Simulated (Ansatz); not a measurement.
**CuI2: the relaxed shape and its frontier levels**

Aim: characterise CuI2 as a doublet: its structure, frontier levels and distribution of charge and spin.

The runs use Ansatz 0.2.0, Gaussian basis; UKS PBE0-D4/def2-TZVP.

The runs, in order: relaxation at PBE-D4/def2-TZVP; a search for the lowest solution at PBE0-D4/def2-SVP; a single point at PBE0-D4/def2-TZVP.

3 further runs of the same task are left out: 1 for a known fault of the program, 1 that didn't finish, 1 set aside as unsound or not needed.

## 1. The starting structure

3 atoms, charge 0, spin multiplicity 2.

Atoms are counted from 1 here; the program's logs count them from 0.

Bond lengths: Cu1–I2 2.510 Å, Cu1–I3 2.511 Å. Angles: I2–Cu1–I3 180.0°.

Geometry (Å):

```xyz
3
charge 0, multiplicity 2
Cu    0.0001    0.0001    0.0002
I    -0.0164   -0.0206    2.5104
I     0.0163    0.0205   -2.5105
```

Formally the metal is d9. I takes a core potential in the def2 sets. No spin-orbit coupling is included.

The start is a GFN2-xTB geometry.

## 2. Optimising with PBE-D4/def2-TZVP

in.yaml

```yaml
crystal:
  periodic: [false, false, false]
  atoms:
    - {symbol: Cu, position_ang: [0.000100, 0.000060, 0.000160]}
    - {symbol: I, position_ang: [-0.016380, -0.020580, 2.510390]}
    - {symbol: I, position_ang: [0.016280, 0.020520, -2.510550]}
basis:
  gaussian: {orbitals: def2-TZVP}
magnetization: {spin_polarized: true, initial_magnetization: 1}
hamiltonian: {xc: pbe, dispersion: d4}
scf: {lower_state_search: "off"}
output: {orbitals: {seedname: orbitals}}
relax: {f_tol: 0.02, max_steps: 100}
```

Launch:

```console
$ ansatz run in.yaml --threads 4 --pin off --events-out ev --progress --plain --max-ram 3916MiB
```

After this run come: Searching for the lowest solution, PBE0-D4/def2-SVP; Single point, PBE0-D4/def2-TZVP.

**Question.** What will the summary of the whole plan be? Wanted: point group; near neighbours of the metal; HOMO, LUMO at PBE0-D4/def2-TZVP; ⟨S²⟩; charge on the metal; spin on the metal; dipole at PBE-D4/def2-TZVP.

The runs gave:

| quantity | value |
| --- | --- |
| point group | D∞h |
| near neighbours of the metal | I 2.40, I 2.40 Å |
| HOMO, LUMO at PBE0-D4/def2-TZVP (over both spins) | -7.59, -5.85 eV |
| ⟨S²⟩ | 0.757 |
| charge on the metal (Mulliken, PBE0-D4/def2-TZVP) | +0.13 e |
| spin on the metal (Mulliken) | 0.23 |
| dipole at PBE-D4/def2-TZVP | 0.00 D |

The molecule keeps its bonding pattern by the stored test; the atoms moved 0.09 Å (rms). Of 1 unpaired electron, 0.23 sit on the metal by Mulliken's count: the rest is spread on the ligands. The Mulliken charge of the metal, +0.13 e, depends on the basis and isn't its oxidation state. No usable vibrations, so a minimum isn't proven. Whether this spin is the lowest isn't tested here.
